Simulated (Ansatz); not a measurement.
Input for Ansatz (development build ahead of 0.2.0):

```yaml
crystal:
  periodic: [false, false, false]
  atoms:
    - { symbol: Mg, position_ang: [0.0, 0.0, 0.0] }
    - { symbol: S, position_ang: [0.0, 0.0, 4.28] }
basis:
  gaussian: { orbitals: def2-SVP }
magnetization:
  spin_polarized: true
hamiltonian:
  xc: pbe0
scf:
  omitted_lower_state_checks: [starts, atomic_configurations, cluster_reference, orbital_swaps, given_window_search, neighbouring_geometries, increment]
output:
  forces: true
```

The input is written out in the form of the current development build from the run's settings.

Output:

```
Converged                       : yes
Total energy                    : -597.71970 hartree
Spin squared of the determinant : 1.020
Stability test                  : minimum
```

Forces (eV/Å):
```json
{"atom": "Mg1", "Fx": "0.000", "Fy": "0.000", "Fz": "0.351"}
{"atom": "S2", "Fx": "0.000", "Fy": "0.000", "Fz": "-0.351"}
```

Caution: another spin multiplicity may lie lower; the unrestricted determinant is a mixture of spin states.
